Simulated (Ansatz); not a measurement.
**Where PBE misses the bulk modulus: 22 values for a set of transition metals**

PBE (Ansatz, an electronic-structure program) was set against 22 reference values (fcc Ag, fcc Au, hcp Co, fcc Cu, bcc Fe, hcp Hf, fcc Ir, bcc Mo, bcc Nb, fcc Ni, hcp Os, fcc Pd, fcc Pt, hcp Re, fcc Rh, hcp Ru, bcc Ta, hcp Tc, hcp Ti, bcc V, bcc W, hcp Y), measured values corrected to a static lattice. Its mean error is -2.8 % and its mean absolute error 6.8 % (median 3.2 %); 15 of 22 lie within 10 %, and the value is too low in 17 of 22 cases.

All rows, largest deviation first (by %; values in GPa; a dash: no usable value at that level):

```tsv
solid	reference	PBE	PBE error (%)	HSE06	PBE0	r²SCAN
fcc Au	182	139	-23	146	148	154
fcc Ag	110 (104–111)	91.5	-16.8	86.5	85.7	104
fcc Pt	289	248	-14.2	277	270	271
fcc Pd	195 (187–198)	168	-14.1	175	176	185
bcc V	161	182	+13.3	207	211	194
bcc Fe	174	197	+13.0	166	170	170
hcp Co	193	215	+11.5	–	–	224
hcp Os	425	397	-6.5	–	–	427
fcc Rh	271 (271–289)	257	-5.3	291	294	282
fcc Ir	365	347	-4.8	397	397	377
hcp Ti	108	112	+3.3	–	–	117
bcc W	312 (300–328)	303	-3.1	335	336	320
fcc Ni	192 (186–195)	197	+2.6	180	–	218
bcc Nb	173	169	-2.5	180	197	173
fcc Cu	144	141	-2.4	129	130	162
hcp Hf	110	107	-2.4	–	–	110
bcc Mo	265 (265–278)	259	-2.2	293	292	271
hcp Y	41.7 (37.3–41.7)	40.8	-2.1	–	–	40.6
hcp Ru	318 (318–336)	311	-2.0	–	–	337
bcc Ta	198	194	-1.8	198	185	201
hcp Re	369	364	-1.3	–	–	388
hcp Tc	303	300	-1.2	–	–	320
```

All these references are brought to a static lattice.

Spin–orbit coupling is left out, also for the solids with elements from indium on (fcc Au, hcp Hf, fcc Ir, hcp Os, fcc Pt, hcp Re, bcc Ta, bcc W); its size isn't shown.

Brackets give the range of the sources taken for a reference, where it is wide; it can hold other temperatures.

Differences are worked out from unrounded values.

Programs: Ansatz.

Ansatz's runs of these crystals have no spin polarisation, but for hcp Co, bcc Fe, fcc Ni. Meta-GGA and hybrid levels favour moments, which can bear on fcc Pt, fcc Pd, bcc V, bcc Fe, hcp Co, fcc Rh, hcp Ti, fcc Ni, hcp Y.

Density-functional runs with spin start from parallel moments for hcp Co, parallel moments for bcc Fe, parallel moments for fcc Ni.

Each level is taken at its own relaxed cell. Ansatz's density-functional and Hartree–Fock values are scalar-relativistic unless marked +SOC, with PAW data made under PBE.

Not in this set, of the transition metals with a reference value in our tables and a result at some level: 3 for sources at odds; 1 for a reference at room or unstated temperature. These can be a level's best or worst cases. Solids held back whole aren't counted. Layered and molecular crystals are counted apart. The metals Ce to Yb are counted apart.

References as tabulated in doi:10.1021/acs.jctc.3c00612; Levämäki et al. (2014), arXiv:1402.3671; Mejia-Rodriguez and Trickey (2018), arXiv:1807.09216.
